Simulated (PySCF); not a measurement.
## Cl2, singlet in 6-31G*: errors against RCCSDT(Q)

Geometry: MP2(full)/6-31G*, from the G2/97 set.

```xyz
2

Cl    0.0000    0.0000    0.0000
Cl    0.0000    0.0000    2.0151
```

Basis 6-31G* (Cartesian d functions); PySCF 2.14.0. Correlated methods freeze the noble-gas cores, which leaves 14 electrons in 28 orbitals. Prefix R: restricted or restricted open-shell reference.

Full CI isn't at hand for all of this; RCCSDT(Q) serves as the reference, and is uncertain by about the last step of the cluster series.

```
UHF ⟨S²⟩                          : 0.000
T1 diagnostic (RCCSD)             : 0.0063
largest doubles amplitude (RCCSD) : 0.114
```

Question: From what is known of these methods and the diagnostics, rank them by the size of their error in total energy against RCCSDT(Q) in 6-31G*, smallest first (an estimate: the text doesn't fix the numbers).
A. RCCSD(T)
B. RCCSDT
C. RMP2
D. RHF
E. RCCSD

Answer: B (0.33 kcal/mol), A (0.67 kcal/mol), E (5.11 kcal/mol), C (22.05 kcal/mol), D (184.47 kcal/mol).

All errors are against RCCSDT(Q) in 6-31G*. Within each family the higher level lies nearer, as is usual though not guaranteed.

Atomization energy (electronic, same basis, no zero-point term; atoms at the same level, unrestricted beside the R rows where the molecule is a closed shell; the atoms' step beyond CCSDT comes from their full CI) at RCCSDT(Q): 170.4 kJ/mol. Errors of other levels:

```tsv
level	error (kJ/mol)
RHF	-126.7
RMP2	4.3
RCCSD	-11.7
RCCSD(T)	-1.0
RCCSDT	-0.9
```

This basis is far from its limit, so the value isn't to be set against a measured one.
